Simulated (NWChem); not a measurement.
System: disilane (Si2H6); SMILES [SiH3][SiH3]

Input file for NWChem:

```
start job
memory heap 200 mb stack 900 mb global 1100 mb
geometry units angstroms noautosym nocenter noautoz
  Si     0.000000     0.000000     1.175890
  Si     0.000000     0.000000    -1.175890
  H     -1.336674    -0.456334     1.696802
  H      0.273141     1.385761     1.696802
  H      1.063534    -0.929427     1.696802
  H     -0.273141    -1.385761    -1.696802
  H      1.336674     0.456334    -1.696802
  H     -1.063534     0.929427    -1.696802
end
basis spherical
  * library 6-31+g*
end
dft
  xc pbe0
  iterations 150
end
cosmo
  do_cosmo_smd true
  solvent water
end
task dft energy
```

Excerpt of the output:

```
             Northwest Computational Chemistry Package (NWChem) 7.3.0
             --------------------------------------------------------

                             Geometry "geometry" -> ""
                             -------------------------

 Output coordinates in angstroms (scale by  1.889725989 to convert to a.u.)

  No.       Tag          Charge          X              Y              Z
 ---- ---------------- ---------- -------------- -------------- --------------
    1 Si                  14.0000     0.00000000     0.00000000     1.17589000
    2 Si                  14.0000     0.00000000     0.00000000    -1.17589000
    3 H                    1.0000    -1.33667400    -0.45633400     1.69680200
    4 H                    1.0000     0.27314100     1.38576100     1.69680200
    5 H                    1.0000     1.06353400    -0.92942700     1.69680200
    6 H                    1.0000    -0.27314100    -1.38576100    -1.69680200
    7 H                    1.0000     1.33667400     0.45633400    -1.69680200
    8 H                    1.0000    -1.06353400     0.92942700    -1.69680200

 Effective nuclear repulsion energy (a.u.)      90.0365982555

                                 NWChem DFT Module
                                 -----------------

 Summary of "ao basis" -> "ao basis" (spherical)
 ------------------------------------------------------------------------------
       Tag                 Description            Shells   Functions and Types
 ---------------- ------------------------------  ------  ---------------------
 Si                         6-31+g*                 10       22   5s4p1d
 H                          6-31+g*                  2        2   2s

 in cosmo_initialize ...
 calling solv_data for solv:h2o

 solvent parameters
 solvname_short: h2o
 solvname_long:  water
 dielec:       78.4000
 dielecinf:     1.7769
 aqueous SMD model solvent descriptors
 dielec:       78.4000
 sola:          0.8200

          ---------------
          -cosmo- solvent
          ---------------
 Cosmo: York-Karplus, doi: 10.1021/jp992097l
 dielectric constant -eps-     =  78.40
 screen = (eps-1)/(eps    )    =   0.98724
 surface charge correction     = lagrangian

   van der Waals surface
 --------------------------

 ---------- ATOMIC COORDINATES (A.U.) ------------ VDWR(ANG.) --
     1    0.00000000    0.00000000    2.22210989     2.470
     2    0.00000000    0.00000000   -2.22210989     2.470
     3   -2.52594760   -0.86234622    3.20649084     1.200
     4    0.51616165    2.61870858    3.20649084     1.200
     5    2.00978784   -1.75636236    3.20649084     1.200
     6   -0.51616165   -2.61870858   -3.20649084     1.200
     7    2.52594760    0.86234622   -3.20649084     1.200
     8   -2.00978784    1.75636236   -3.20649084     1.200
 number of segments per atom =        128
 number of   points per atom =        128
 atom (   nspa,  nppa )
 ----------------------
    1 (     90,     0 )       0
    2 (     90,     0 )       0
    3 (     35,     0 )       0
    4 (     33,     0 )       0
    5 (     36,     0 )       0
    6 (     33,     0 )       0
    7 (     35,     0 )       0
    8 (     36,     0 )       0
 number of -cosmo- surface points =      388
 molecular surface =    114.709 angstrom**2
 molecular volume  =     95.192 angstrom**3
 -lineq- algorithm             =   0
 -bem- low  level              =   3
 -bem- from -octahedral-
 gaussian surface charge width =   4.50000
 degree of switching           =   1.00000
 switching function tolerance  =   0.00010
 atomic radii =
 --------------
    1 14.000  2.470
    2 14.000  2.470
    3  1.000  1.200
    4  1.000  1.200
    5  1.000  1.200
    6  1.000  1.200
    7  1.000  1.200
    8  1.000  1.200
 ...... end of -cosmo- initialization ......

 nat:                     8
 ixmem:                  3618
 calling mnsol_interface()
 G(SMD-CDS) energy (kcal/mol)  =     3.310
 SMD-CDS SASA (angstrom**2)    =   134.298

            General Information
            -------------------
          SCF calculation type: DFT
          Wavefunction type:  closed shell.
          No. of atoms     :     8
          No. of electrons :    34
           Alpha electrons :    17
            Beta electrons :    17
          Charge           :     0
          Spin multiplicity:     1
          Use of symmetry is: off; symmetry adaption is: off
          Maximum number of iterations: 150
          AO basis - number of functions:    56
                     number of shells:    32
          Convergence on energy requested:  1.00D-06
          Convergence on density requested:  1.00D-05
          Convergence on gradient requested:  5.00D-04

              XC Information
              --------------
                         PBE0 Method XC Functional
                     Hartree-Fock (Exact) Exchange  0.250
          PerdewBurkeErnzerhof Exchange Functional  0.750
            Perdew 1991 LDA Correlation Functional  1.000 local
           PerdewBurkeErnz. Correlation Functional  1.000 non-local

             Grid Information
             ----------------
          Grid used for XC integration:  medium
          Radial quadrature: Mura-Knowles
          Angular quadrature: Lebedev.
          Tag              B.-S. Rad. Rad. Pts. Rad. Cut. Ang. Pts.
          ---              ---------- --------- --------- ---------
          Si                  1.10       88          13.0       590
          H                   0.35       45          11.0       434
          Grid pruning is: on
          Number of quadrature shells:   446
          Spatial weights used:  Erf1

      Superposition of Atomic Density Guess
      -------------------------------------

 Sum of atomic energies:        -580.62495166

      Non-variational initial energy
      ------------------------------

 Total energy =    -581.134400
 1-e energy   =    -983.013669
 2-e energy   =     311.842671
 HOMO         =      -0.325570
 LUMO         =       0.040726

   convergence    iter        energy       DeltaE   RMS-Dens  Diis-err
 ---------------- ----- ----------------- --------- --------- ---------
     COSMO gas phase
 d= 0,ls=0.0,diis     1   -582.2638249929 -6.72D+02  8.15D-03  1.03D-01
 d= 0,ls=0.0,diis     2   -582.2794070890 -1.56D-02  3.18D-03  1.03D-02
 d= 0,ls=0.0,diis     3   -582.2813010764 -1.89D-03  9.30D-04  2.59D-03
 d= 0,ls=0.0,diis     4   -582.2818169450 -5.16D-04  5.34D-05  3.21D-06
 d= 0,ls=0.0,diis     5   -582.2818176226 -6.78D-07  1.30D-05  3.18D-07
 d= 0,ls=0.0,diis     6   -582.2818176911 -6.85D-08  8.81D-07  7.73D-10

   convergence    iter        energy       DeltaE   RMS-Dens  Diis-err
 ---------------- ----- ----------------- --------- --------- ---------
     COSMO solvation phase
 d= 0,ls=0.0,diis     1   -582.2768246049  4.99D-03  3.32D-04  2.66D-05
 d= 0,ls=0.0,diis     2   -582.2768338579 -9.25D-06  4.46D-05  4.86D-06
 d= 0,ls=0.0,diis     3   -582.2768348105 -9.53D-07  1.51D-05  2.48D-07
 d= 0,ls=0.0,diis     4   -582.2768348669 -5.65D-08  3.55D-06  2.03D-08

         Total DFT energy =     -582.276834866930
      One electron energy =     -985.161291106979
           Coulomb energy =      356.621444887430
    Exchange-Corr. energy =      -43.751662936628
 Nuclear repulsion energy =       90.036598255474

             COSMO energy =       -0.021923966228

 Numeric. integr. density =       33.999984496916

                                COSMO-SMD solvation results
                                ---------------------------

             internal energy in gas <Psi(g)|H|Psi(g)> =      -582.281817691137
         internal energy in solvent <Psi(s)|H|Psi(s)> =      -582.281806280259
                               delta internal energy  =         0.000011410878 (    0.01 kcal/mol)
   total free energy in solvent <Psi(s)|H+V/2|Psi(s)> =      -582.282110174168
 polarization energy contribution <Psi(s)|V/2|Psi(s)> =        -0.000303893910 (   -0.19 kcal/mol)
    total free energy in solvent including G(SMD-CDS) =      -582.276834866930
                       G(SMD-CDS) energy contribution =         0.005275307238 (    3.31 kcal/mol)
     1 M fixed-concentration free energy of solvation =         0.004982824207 (    3.13 kcal/mol)

                       DFT Final Molecular Orbital Analysis
                       ------------------------------------

 Vector   15  Occ=2.000000D+00  E=-3.514683D-01
              MO Center= -1.4D-11, -5.8D-10,  1.5D-09, r^2= 4.9D+00
   Bfn.  Coefficient  Atom+Function         Bfn.  Coefficient  Atom+Function
  ----- ------------  ---------------      ----- ------------  ---------------
     7      0.269343  1 Si px                29     -0.269343  2 Si px
    50      0.229654  5 H  s                 56      0.229654  8 H  s
    49      0.189670  5 H  s                 55      0.189670  8 H  s
    46     -0.187654  3 H  s                 54     -0.187654  7 H  s
    45     -0.154954  3 H  s                 53     -0.154954  7 H  s

 Vector   16  Occ=2.000000D+00  E=-3.514297D-01
              MO Center=  2.6D-09,  4.9D-10,  1.7D-09, r^2= 4.9D+00
   Bfn.  Coefficient  Atom+Function         Bfn.  Coefficient  Atom+Function
  ----- ------------  ---------------      ----- ------------  ---------------
     8      0.269381  1 Si py                30     -0.269381  2 Si py
    48      0.240862  4 H  s                 52      0.240862  6 H  s
    47      0.198953  4 H  s                 51      0.198953  6 H  s
    46     -0.156835  3 H  s                 54     -0.156835  7 H  s
    45     -0.129538  3 H  s                 53     -0.129538  7 H  s

 Vector   17  Occ=2.000000D+00  E=-3.090593D-01
              MO Center=  2.3D-09, -8.5D-10, -8.6D-10, r^2= 3.2D+00
   Bfn.  Coefficient  Atom+Function         Bfn.  Coefficient  Atom+Function
  ----- ------------  ---------------      ----- ------------  ---------------
     9      0.415452  1 Si pz                31     -0.415452  2 Si pz
     5     -0.164579  1 Si pz                27      0.164579  2 Si pz
    13      0.118892  1 Si pz                35     -0.118892  2 Si pz
    46      0.107901  3 H  s                 48      0.107919  4 H  s
    50      0.107838  5 H  s                 52      0.107919  6 H  s

 Vector   18  Occ=0.000000D+00  E= 3.303718D-03
              MO Center= -2.2D-10,  8.9D-10,  1.1D-07, r^2= 1.3D+01
   Bfn.  Coefficient  Atom+Function         Bfn.  Coefficient  Atom+Function
  ----- ------------  ---------------      ----- ------------  ---------------
    10      1.051258  1 Si s                 32     -1.051258  2 Si s
    17     -0.962046  1 Si pz                39     -0.962046  2 Si pz
    14      0.805073  1 Si s                 36     -0.805073  2 Si s
    13     -0.445485  1 Si pz                35     -0.445485  2 Si pz
     6      0.239025  1 Si s                 28     -0.239025  2 Si s

 Vector   19  Occ=0.000000D+00  E= 4.280971D-03
              MO Center= -3.2D-10,  5.1D-09, -1.1D-07, r^2= 1.1D+01
   Bfn.  Coefficient  Atom+Function         Bfn.  Coefficient  Atom+Function
  ----- ------------  ---------------      ----- ------------  ---------------
    10      1.192887  1 Si s                 32      1.192887  2 Si s
    14     -1.051164  1 Si s                 36     -1.051164  2 Si s
    13      0.268915  1 Si pz                35     -0.268915  2 Si pz
     6      0.197337  1 Si s                 28      0.197338  2 Si s
    46     -0.173257  3 H  s                 48     -0.172986  4 H  s

 Vector   20  Occ=0.000000D+00  E= 2.272712D-02
              MO Center=  7.2D-09, -3.8D-09, -1.1D-09, r^2= 4.4D+00
   Bfn.  Coefficient  Atom+Function         Bfn.  Coefficient  Atom+Function
  ----- ------------  ---------------      ----- ------------  ---------------
    50      0.692185  5 H  s                 56     -0.692185  8 H  s
    11     -0.605680  1 Si px                33     -0.605680  2 Si px
    12      0.435776  1 Si py                34      0.435776  2 Si py
    46     -0.402957  3 H  s                 54      0.402957  7 H  s
    48     -0.289179  4 H  s                 52      0.289179  6 H  s

     Multipole analysis of the density
     ---------------------------------

     L   x y z        total         alpha         beta         nuclear
     -   - - -        -----         -----         ----         -------
     0   0 0 0     -0.000000    -17.000000    -17.000000     34.000000

     1   1 0 0      0.000000      0.000000      0.000000     -0.000000
     1   0 1 0      0.000000      0.000000      0.000000      0.000000
     1   0 0 1     -0.000000     -0.000000     -0.000000      0.000000

     2   2 0 0    -23.364141    -22.368152    -22.368152     21.372163
     2   1 1 0      0.000737      0.000366      0.000366      0.000005
     2   1 0 1     -0.000462     -0.000237     -0.000237      0.000012
     2   0 2 0    -23.361606    -22.366887    -22.366887     21.372169
     2   0 1 1      0.002276      0.001138      0.001138      0.000000
     2   0 0 2    -24.340609   -112.143868   -112.143868    199.947127
```

Level: PBE0/6-31+G* (spherical d), SMD on the gas-phase geometry. All runs use the structure optimised with PBE-D3(BJ)/def2-SVP. Solvent: water.
